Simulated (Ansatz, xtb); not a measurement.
C3H6F−: 3 structures ranked

3 gas-phase structures of C3H6F−, found in a search over its isomers (lower ones may exist). Each was relaxed with GFN2-xTB; where two conformers were screened, the lower at r2SCAN-D4/def2-SVPD//GFN2-xTB is listed:

A. a singlet given by its coordinates
B. `[CH2-]CCF`, a singlet
C. a singlet given by its coordinates

C (Å):

```yaml
atoms:
  - { symbol: C, position_ang: [-1.7683, -1.8749, 1.1915] }
  - { symbol: C, position_ang: [-1.0034, -0.5442, 1.2501] }
  - { symbol: C, position_ang: [0.1299, -0.6170, 0.2164] }
  - { symbol: F, position_ang: [-0.2631, -0.6333, 2.5752] }
  - { symbol: H, position_ang: [-1.1351, -2.7868, 1.2072] }
  - { symbol: H, position_ang: [-2.4663, -1.9478, 2.0307] }
  - { symbol: H, position_ang: [-2.3543, -1.8990, 0.2666] }
  - { symbol: H, position_ang: [0.7430, -1.5422, 0.2515] }
  - { symbol: H, position_ang: [-0.3073, -0.5515, -0.7865] }
  - { symbol: H, position_ang: [0.8102, 0.2309, 0.3405] }
```

Close contacts (Å): C1–C2 1.54, C2–C3 1.54, C2–F4 1.52, C1–H5 1.11, C1–H6 1.09, C1–H7 1.10, C3–H8 1.11, C3–H9 1.10, C3–H10 1.09.

A (Å):

```xyz
10

C    -1.3533   -2.0971    0.6420
C    -0.4283   -1.1695    1.4596
C    -0.1874    0.2431    0.9237
F     0.4743    0.0366   -0.4173
H    -2.3579   -1.6727    0.5845
H    -1.4292   -3.1024    1.0773
H    -0.9654   -2.1899   -0.3714
H     0.5424   -1.6743    1.5685
H    -0.8514   -1.0581    2.4699
H    -1.1986    0.6300    0.5925
```

Close contacts (Å): C1–C2 1.54, C2–C3 1.53, C3–F4 1.51, C1–H5 1.09, C1–H6 1.10, C1–H7 1.09, C2–H8 1.10, C2–H9 1.10, C3–H10 1.13.

Which do you expect lowest at r2SCAN-D4/def2-SVPD//GFN2-xTB, and how would the others follow?

Calculated order at r2SCAN-D4/def2-SVPD//GFN2-xTB: C (0.0), A (24.3), B (30.7) kJ/mol.

Energies above the lowest of each column, in kJ/mol; the last columns are at r2SCAN-D4/def2-SVPD geometries:

```csv
structure,GFN2-xTB,HF/STO-3G,r2SCAN-D4/def2-SVPD//GFN2-xTB,r2SCAN-D4/def2-SVPD,CCSD(T)/def2-SVPD + ΔMP2/def2-TZVPPD
C,0.0,0.0,0.0,0.0,0.0
A,18.6,21.6,24.3,26.3,25.8
B,77.5,64.3,30.7,28.2,21.4
```

Every level run on C puts it lowest or level with the lowest. CCSD(T)/def2-SVPD + ΔMP2/def2-TZVPPD orders those it was run on as C (0.0), B (21.4), A (25.8) kJ/mol. Some further structures that were screened fall inside this span and aren't listed. Flexible structures stand in one conformer each, not always the lowest. ΔMP2 is the change of the MP2 energy from the smaller to the larger basis.

Programs: Ansatz 0.2.0, xtb 6.7.1.
